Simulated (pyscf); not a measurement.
## Four-centre exchange: H₂N–SiH•–F + H₂ -> H₂N–SiH₂• + HF

Gas phase, doublet surface, charge 0. Bonds broken: Si2–F8, H5–H6. Bonds formed: Si2–H5, H6–F8. Single points on ωB97X-D3(BJ)/def2-SVP structures (PySCF, gas phase).

Transition state (Å):

```xyz
8

N      0.9813    -0.2564    -0.2800
Si    -0.6000     0.3820    -0.1354
H      1.2182    -1.1955     0.0159
H      1.7058     0.2055    -0.8166
H     -0.6785     1.5865     1.1025
H     -0.2954     2.0993     0.3607
H     -1.2544    -0.6088     0.8120
F      0.0749     2.1281    -0.7919
```

One imaginary mode, 1140i cm⁻¹; descent along it reached the two sides named.

| bond | change | reactant side (Å) | saddle | product side |
|---|---|---|---|---|
| Si2–F8 | breaks | 1.644 | 1.984 | 3.2 |
| H5–H6 | breaks | 0.760 | 0.980 | 1.888 |
| Si2–H5 | forms | 3.9 | 1.729 | 1.511 |
| H6–F8 | forms | 2.406 | 1.211 | 0.929 |

Electronic energies relative to the separated reactants (kcal/mol):

```
level                   barrier  reaction energy  reverse barrier
----------------------  -------  ---------------  ---------------
ωB97X-D3(BJ)/def2-TZVP     52.1            +28.3             23.9
PBE/def2-TZVP              44.2            +27.4             16.8
r²SCAN/def2-TZVP           48.3            +30.0             18.3
B3LYP-D3(BJ)/def2-TZVP     51.6            +28.9             22.7
PBE0-D3(BJ)/def2-TZVP      47.7            +26.5             21.2
M06-2X/def2-TZVP           54.6            +31.1             23.5
ωB97M-D3(BJ)/def2-TZVP     51.1            +28.2             22.9
HF/def2-TZVP               69.6            +28.0             41.6
```

With ωB97M-D3(BJ)/def2-TZVP energies and thermal terms (ideal gas, 1 atm, RRHO with modes under 100 cm⁻¹ raised to 100, one conformer, R ln 2 for chiral ones without a mode under 150 cm⁻¹), in kcal/mol:

```csv
T (K),ΔH‡,ΔG‡,ΔH,ΔG
298,52.1,61.1,+30.4,+29.4
600,51.1,70.8,+29.8,+28.7
900,50.8,80.7,+29.3,+28.2
1200,50.9,90.6,+29.0,+27.9
```

At the saddle there is also a short H–Si contact that neither side keeps. The same reactants have a lower exit, to H₂N–SiH₂–F + H• (barrier +12.9 kcal/mol at ωB97M-D3(BJ)/def2-TZVP, against +51.1 kcal/mol here). This is the saddle that the search found; another between the same sides may lie lower.
